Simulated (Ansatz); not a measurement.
**Al₂ (singlet): from Hartree-Fock to the top rungs, cc-pVDZ**

An exercise on one series of results from a longer session: the logs are not shown, and one member is left open.

Program: Ansatz 0.2.0, Gaussian basis. Level of theory: cc-pVDZ, core rule «outside noble gas», up to 10 orbitals frozen. These are calculated values, not measurements.

The runs, in order: UHF; CCSD(T) on RHF; CCSD(T) on UHF; BCCD(T) on RHF; CISD; CCSDT(Q) on RHF; CCSDT(Q) on UHF; CISDTQ; CCSDTQ on RHF; CASSCF and MRCISD+Q, 6 electrons in 8 orbitals; CASSCF and NEVPT2, 6 electrons in 8 orbitals; Full CI.

10 further runs of the same task are left out: 4 that didn't finish, 6 set aside as unsound or not needed.

## The geometry

The geometry is a PBE0/def2-TZVP stationary point (not a proven minimum).

2 atoms, charge 0, spin multiplicity 1.

Atoms are counted from 1 here; the program's logs count them from 0.

No contacts short enough for the rule that draws bonds.

Set-up of the first run:

in.yaml reads:

```yaml
crystal:
  periodic: [false, false, false]
  atoms:
    - {symbol: Al, position_ang: [0.000000, 0.000000, 0.000000]}
    - {symbol: Al, position_ang: [0.000000, 0.000000, 3.031047]}
basis:
  gaussian: {orbitals: cc-pVDZ}
magnetization: {spin_polarized: true, initial_magnetization: 0}
hamiltonian: {xc: hf}
output: {orbitals: {seedname: orbitals}}
```

Run with:

```
$ ansatz run in.yaml --threads 1 --pin off --events-out ev --progress --plain --max-ram 2176MiB
```

Steps of the session up to this table: UHF; CCSD(T) on RHF; CCSD(T) on UHF; BCCD(T) on RHF; CISD; CCSDT(Q) on RHF; CCSDT(Q) on UHF; CISDTQ; CCSDTQ on RHF; CASSCF and MRCISD+Q, 6 electrons in 8 orbitals; CASSCF and NEVPT2, 6 electrons in 8 orbitals; Full CI.

One table of the session follows, with a row left open; its other results are not shown here.

```
   method  from FCI (kJ/mol)
      RHF                  ?
     RMP2             +109.7
     CISD              +40.4
    RCCSD              +14.9
 RCCSD(T)               +5.4
  BCCD(T)               +5.4
   RCCSDT               +1.9
   CISDTQ               +2.1
RCCSDT(Q)               +0.7
  RCCSDTQ               +0.1
      FCI                  0
```

**Question.** Estimate the row for RHF.

**Answer.** from FCI (kJ/mol): +327.4. In the column «from FCI (kJ/mol)» it is the highest.

Left out of the table: CASSCF valence, NEVPT2 valence, MRCISD valence, MRCISD+Q valence (the active space lost an orbital or holds another state than full CI finds).

Limits of these values: Left out of the table: UHF, UMP2, UCCSD, UCCSD(T), UCCSDT, UCCSDT(Q) (another determinant or state than the rows shown).
